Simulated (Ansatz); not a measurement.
Species: HS, SMILES `[SH]` (charge 0, multiplicity 2).

**Question.** Give a relaxed geometry from PBE-D3(BJ)/def2-SVP in Ansatz (a program for electronic structure).

**Answer.** the end point of this relaxation (outside a Z-matrix the atoms follow the SMILES, hydrogens last).
Z-matrix (Å, degrees):
```
S
H 1 1.3662
```
